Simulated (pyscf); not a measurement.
Single points on ωB97X-D3(BJ)/def2-SVP structures (PySCF, gas phase). Correlated levels are frozen-core, on RHF or UHF. ΔMP2 is the change of the MP2 total energy from the triple- to the quadruple-zeta basis.

**Question.** How much does it cost (ΔH, 298 K, CCSD(T)/def2-TZVPP + ΔMP2(QZVPP)) to split HO–AlH–AsH₂ at its Al–O bond into OH• + [HAl–AsH₂]•?

**Answer.** Al–O to OH• + [HAl–AsH₂]•: 5.55 eV. The radicals are drawn with the spin at the cut bond; how far it spreads was not checked. [HAl–AsH₂]• lies 0.38 eV over its isomer H₂Al–AsH•, and others may lie lower still (electronic energy, ωB97M-D3(BJ)). The CCSD(T) − MP2 part came from Ansatz, without density fitting, on the same reference. The frozen core leaves the outer d or s,p core shells of the metals and heavy elements correlated in the MP2 and CC values, and def2-TZVPP describes them poorly, which can shift differences by a few kcal/mol. Left out: the spin-orbit lowering of OH. Elements up to Kr have no core potential and no relativistic terms here.
